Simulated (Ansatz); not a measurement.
Ideal-gas functions of `N=CC=O` at 600 K and 1 bar, from an Ansatz frequency run at PBE0-D4/def2-TZVP.

Molar mass 57.05 g/mol, point group Cs (symmetry number 1), electronic degeneracy 1, moments of inertia 20.845, 77.228, 98.073 u Å². Harmonic wavenumbers (cm⁻¹, unscaled): 184, 298, 683, 784, 896, 1055, 1168, 1233, 1389, 1428, 1720, 1834, 2945, 3116, 3402.

Use S(trans) = R[1.5 ln M + 2.5 ln T − 1.1517]; rotational temperatures θ = 24.2544 K / I; S(rot) = R[ln(√π/σ · √(T³/θAθBθC)) + 1.5]; for each mode x = 1.438777 ν̃/T, S = R[x/(eˣ − 1) − ln(1 − e⁻ˣ)] and H = RT x/(eˣ − 1); 1 cm⁻¹ = 0.0119627 kJ/mol; R = 8.31446 J/(mol·K).

Task: By hand: the entropy, in J/(mol·K).

Result: Translation 173.8. Rotation: θ = 1.1636, 0.3141, 0.2473 K, giving 107.0. Vibration, mode by mode: 15.18, 11.28, 5.08, 4.19, 3.39, 2.51, 2.03, 1.79, 1.33, 1.23, 0.70, 0.56, 0.06, 0.04, 0.02, in all 49.4. Electronic 0.0. Sum 330.2 J/(mol·K).

Task: By hand: H − E and G − E in kJ/mol, counted from the electronic energy.

Result: Zero-point energy ½ × 22135 × 0.0119627 = 132.4; thermal vibration 17.1; translation, rotation and pV give 4 RT = 20.0. H − E = 169.5 kJ/mol, and G − E = 169.5 − 600 × 330.2/1000 = -28.6 kJ/mol.

Vibration gives 15 % of the entropy. The sum counts one conformer and one mirror image; others add a mixing term.
